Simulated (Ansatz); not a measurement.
**How far each method lies from UCCSDT(Q) for HB–O–Si, triplet**

Geometry: a point of a stretch scan, not a stationary point.

```xyz
4

B     0.0000   -0.2950    1.0142
O     0.0000   -0.1770   -0.2816
Si    0.0000   -0.0987   -2.5723
H     0.0000    0.5707    1.8397
```

Basis cc-pVDZ; Ansatz 0.2.0. Correlated methods freeze the noble-gas cores, which leaves 14 electrons in 44 orbitals. R marks a restricted (for open shells ROHF) determinant, U an unrestricted one. Active spaces: pair = (4e, 4o) about the gap.

Full CI isn't at hand for all of this; UCCSDT(Q) serves as the reference, and is uncertain by about the last step of the cluster series. The frozen core follows each run's orbitals, which can shift R against U totals by a few meV.

Unrestricted rows (U) aren't spin-pure: their determinants' ⟨S²⟩ exceeds S(S+1) by up to 0.12, so they mix in states of higher spin. For open shells CISD is restricted-active-space CI with the open shells as a complete middle space.

```
UHF ⟨S²⟩                          : 2.120
T1 diagnostic (RCCSD)             : 0.0344
largest doubles amplitude (RCCSD) : 0.072
T1 diagnostic (UCCSD)             : 0.0390
```

```tsv
level	E − E(UCCSDT(Q)) (kcal/mol)	share of correlation (%)	wall time
RHF	235.93	0.00	–
UHF	232.74	1.35	–
RMP2	24.58	89.58	–
UMP2	28.15	88.07	–
CISD	35.26	85.05	21 s
RCCSD	10.94	95.36	–
UCCSD	10.87	95.39	–
RCCSD(T)	1.80	99.24	34 s
UCCSD(T)	2.09	99.12	27 s
BCCD(T)	1.79	99.24	21 s
RCCSDT	1.07	99.55	–
UCCSDT	1.06	99.55	–
RCCSDT(Q)	0.46	99.80	6.4 min
CASSCF (pair space)	216.07	8.42	–
MRCISD (pair space)	30.61	87.02	–
MRCISD+Q (pair space)	7.09	96.99	11 s
```

The correlation energy at UCCSDT(Q), counted from RHF, is -10.231 eV. That run took 5.6 min on 1 thread of Intel Xeon, shared host.

Times hold each run's SCF and search for its determinant on a shared host, so for small cases they say little of a method's own cost; they ran on 1 thread of Intel Xeon.
